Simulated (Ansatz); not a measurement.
C2H4, SMILES C=C (connectivity only; charge and spin as stated), charge +1, multiplicity 2.

Geometry optimised at B3LYP-D3(BJ)/def2-TZVP. The spin state was assumed, not searched.

Two levels are set side by side: PBE/def2-TZVPD (Ansatz, a quantum-chemistry and plane-wave program) and ωB97X-V/def2-TZVPD (Ansatz). Energy differences of separate SCF runs at the same geometry; the states with an electron removed or added have multiplicity 1 and 1. Differences are taken from unrounded values.

| quantity | PBE |
|---|---|
| vertical ionisation energy (eV) | 19.46 |
| vertical electron affinity (eV) | 9.87 |

These are the PBE values. What does ωB97X-V give? (Estimate from the structure and the level; the computed values follow.)


```tsv
quantity	ωB97X-V	PBE minus ωB97X-V
vertical ionisation energy (eV)	19.21	0.25
vertical electron affinity (eV)	9.74	0.12
```

Here PBE gives about what the other level gives.
